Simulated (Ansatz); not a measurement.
A structure relaxed at PBE0-D4/def2-TZVP, charge 0, multiplicity 1:

```xyz
6

O     0.436   -0.024    1.975
C     0.381   -0.152    0.803
S     1.185   -0.912   -0.578
C    -0.293    0.139   -0.460
F    -0.238    1.355   -0.996
F    -1.471   -0.406   -0.745
```

(1) Give its formula and SMILES.

(2) Point group (tolerance 0.08 Å, 0.16 Å for H)?

(3) Summarise the bond lengths by kind.

## Answers

(1) C2F2OS, `O=C1SC1(F)F`.

(2) Cs.

(3) 1 × C–O 1.180 Å; 2 × C–S 1.769 to 1.817 Å; 1 × C–C 1.461 Å; 2 × C–F 1.329 Å.

All numbers were calculated with Ansatz.
